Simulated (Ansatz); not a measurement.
# AlH₃O₂: vertical ionisation energy

The task here is to estimate one member of a computed series from the others.

Computed with Ansatz 0.2.0, Gaussian basis. Level: unrestricted cation, the program's frozen cores in correlated methods.

The runs, in order: UKS PBE-D4/def2-TZVPP; UKS r2SCAN-D4/def2-TZVPP; UKS PBE0-D4/def2-TZVPP; UKS B3LYP-D4/def2-TZVPP; UKS wB97X-V/def2-TZVPP; UKS wB97M-V/def2-TZVPP; UKS B2PLYP/def2-TZVPP; UHF-CCSD(T)/def2-TZVPP; UHF-MP2/def2-QZVPP; extrapolation to the limit; then −ε(HOMO) from the neutral's earlier runs with LDA (SPW92), PBE-D4, revPBE-D4, BLYP-D4, r2SCAN-D4, B97M-V, PBE0-D4, B3LYP-D4, r2SCANh-D4, r2SCAN0-D4, HSE06-D4, BHLYP-D4, CAM-B3LYP-D4, LC-ωPBE, ωB97X-V, ωB97M-V.

## The geometry

An earlier PBE0-D4 in a triple-zeta def2 set relaxation fixed the geometry.

6 atoms, charge 0, spin multiplicity 1.

Atoms are counted from 1 here; the program's logs count them from 0.

Bond lengths: O1–Al2 1.692 Å, O1–H4 0.954 Å, Al2–O3 1.692 Å, Al2–H5 1.565 Å, O3–H6 0.954 Å. Angles: Al2–O1–H4 126.6°, O1–Al2–O3 124.1°, O1–Al2–H5 117.9°, O3–Al2–H5 117.9°, Al2–O3–H6 126.5°.

As a file:

```xyz
6
AlH3O2
O    -1.27116   -0.30709   -0.75341
Al    0.26916    0.30719   -0.41896
O     1.09560    0.05607    1.03561
H    -1.80947   -0.83944   -0.17221
H     0.97426    1.16106   -1.52512
H     0.78372   -0.44170    1.78789
```

Set-up of the first run:

in.yaml

```yaml
crystal:
  periodic: [false, false, false]
  atoms:
    - {symbol: O, position_ang: [-1.271161, -0.307093, -0.753411]}
    - {symbol: Al, position_ang: [0.269158, 0.307193, -0.418962]}
    - {symbol: O, position_ang: [1.095599, 0.056073, 1.035610]}
    - {symbol: H, position_ang: [-1.809471, -0.839435, -0.172208]}
    - {symbol: H, position_ang: [0.974256, 1.161064, -1.525118]}
    - {symbol: H, position_ang: [0.783718, -0.441701, 1.787889]}
basis:
  gaussian: {orbitals: def2-TZVPP}
total_charge: 1
magnetization: {spin_polarized: true, initial_magnetization: 1}
hamiltonian: {xc: pbe, dispersion: d4}
```

On the command line:

```sh
$ ansatz run in.yaml --threads 4 --pin off --events-out ev --progress --plain --max-ram 10444MiB
```

Steps of the session up to this table: Cation, UKS PBE-D4/def2-TZVPP; Cation, UKS r2SCAN-D4/def2-TZVPP; Cation, UKS PBE0-D4/def2-TZVPP; Cation, UKS B3LYP-D4/def2-TZVPP; Cation, UKS wB97X-V/def2-TZVPP; Cation, UKS wB97M-V/def2-TZVPP; Cation, UKS B2PLYP (frozen core)/def2-TZVPP; Cation, UHF-CCSD(T)/def2-TZVPP; Cation, UHF-MP2/def2-QZVPP.

One table of the session follows, with a row left open; its other results are not shown here.

It belongs to the step «Ionisation energies side by side». Orbital estimates, from the neutral's runs:

| functional | −ε(HOMO) (eV) |
| --- | --- |
| LDA (SPW92) | 7.60 |
| PBE-D4 | 7.38 |
| revPBE-D4 | 7.31 |
| BLYP-D4 | 7.29 |
| r2SCAN-D4 | 7.77 |
| B97M-V | 7.83 |
| PBE0-D4 | 9.08 |
| B3LYP-D4 | ? |
| r2SCANh-D4 | 8.41 |
| r2SCAN0-D4 | 9.37 |
| HSE06-D4 | 8.67 |
| BHLYP-D4 | 10.64 |
| CAM-B3LYP-D4 | 10.62 |
| LC-ωPBE | 12.05 |
| ωB97X-V | 11.65 |
| ωB97M-V | 11.58 |

**Question.** Estimate the row for B3LYP-D4.

Worked estimate for «−ε(HOMO) (eV)». Against the share of exact exchange, BLYP-D4 (0, 7.29), BHLYP-D4 (0.5, 10.64) give a slope of 6.70 per unit share; at 0.2 the line stands at 8.63.

**Answer.** −ε(HOMO) (eV): 8.81. In «−ε(HOMO) (eV)» the line misses by -0.18.
